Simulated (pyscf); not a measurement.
H₂B–CH₃ (SMILES BC) + H₂O (SMILES O) -> H₂B–OH (SMILES BO) + CH₄ (SMILES C) (four-centre exchange; singlet surface; B–C, H–O broken, B–O, C–H formed). Single points on ωB97X-D3(BJ)/def2-SVP structures (PySCF, gas phase). MP2 and CC: frozen core, UHF for open shells. ΔMP2 is the change of the MP2 total energy from the triple- to the quadruple-zeta basis. Energies in kcal/mol from the separated reactants.

```
level                                barrier  reaction energy
--------------------------------  ----------  ---------------
ωB97X-D3(BJ)/def2-TZVP                  15.7            -35.4
PBE/def2-TZVP                            8.2            -36.1
B3LYP-D3(BJ)/def2-TZVP                  16.1            -36.9
PBE0-D3(BJ)/def2-TZVP                   10.9            -35.2
M06-2X/def2-TZVP                        13.8            -36.9
HF/def2-TZVP                            37.2            -36.8
CCSD(T)/def2-TZVPP + ΔMP2(QZVPP)  (withheld)       (withheld)
```

Task: What belongs in the gaps?

Result: 
- CCSD(T)/def2-TZVPP + ΔMP2(QZVPP), barrier: 17.8
- CCSD(T)/def2-TZVPP + ΔMP2(QZVPP), reaction energy: -34.4

Of the functionals in the table, B3LYP-D3(BJ) is closest to CCSD(T)/def2-TZVPP + ΔMP2(QZVPP) in the barrier (1.7 kcal/mol apart) and PBE least close (9.6 kcal/mol); that level has limits of its own. On the reactant side the descent ends in an adduct with a B–O contact, 11.2 kcal/mol under the separated species and 26.9 kcal/mol under the saddle at ωB97X-D3(BJ)/def2-TZVP. What is counted as formed (B–O) is already present as a longer contact in the reactant adduct; forming that adduct is a step of its own. The same reactants have a lower exit, to H₃C–BH–OH + H₂ (barrier +9.8 kcal/mol at ωB97M-D3(BJ), against +15.0 kcal/mol here). One saddle was located; it need not be the lowest between these sides. The CCSD(T) − MP2 part came from Ansatz, without density fitting, on the same reference.
